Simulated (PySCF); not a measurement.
Gas-phase reaction: CH₄ + 2 C₄H₁₀ (n-butane) = 3 C₃H₈

Computed with PySCF and rigid-rotor harmonic-oscillator thermochemistry at 1 bar. 'Table' is the NASA 1993 thermochemical table (part measured, part estimated). S°(298 K) at PBE0/def2-TZVP differs from the NASA 1993 table for C₄H₁₀ (n-butane) (-9 J/mol/K); whether the harmonic model or the table's entry is off was not settled. † marks an energy on the PBE0/def2-TZVP geometry and frequencies. CCSD(T) freezes the core. All species are closed-shell singlets. B3LYP is the form with VWN-RPA correlation. CCSD(T) isn't extrapolated to the basis-set limit. The harmonic model lacks anharmonicity and excited electronic states, which grow with temperature; levels with a mode under 35 cm⁻¹ are left out. Internal rotation in C₄H₁₀ (n-butane), C₃H₈ is treated as a harmonic vibration of one conformer, which makes the entropy rough.

ΔH° and ΔS° at 298 K: table 12 kJ, 5 J/K; B3LYP/def2-TZVP† 6 kJ, 18 J/K; BLYP/def2-TZVP† 5 kJ, 18 J/K; CCSD(T)/def2-SVP† 11 kJ, 18 J/K.

**Question.** With the heat capacities included, give log10 K at 1000, 1200, 1600, 1800, 2000 K for each.

**Answer.** 
```tsv
T (K)	table	B3LYP/def2-TZVP†	BLYP/def2-TZVP†	CCSD(T)/def2-SVP†
1000	-0.6	0.5	0.6	0.3
1200	-0.5	0.6	0.6	0.4
1600	-0.5	0.6	0.7	0.5
1800	-0.4	0.7	0.7	0.5
2000	-0.4	0.7	0.7	0.5
```
Ten kJ in ΔG° is worth 0.52 decades in K at 1000 K and 0.26 at 2000 K. Holding ΔH° and ΔS° at their 298 K values would give -0.1 (table), 0.8 (B3LYP/def2-TZVP†), 0.8 (BLYP/def2-TZVP†) at 2000 K.
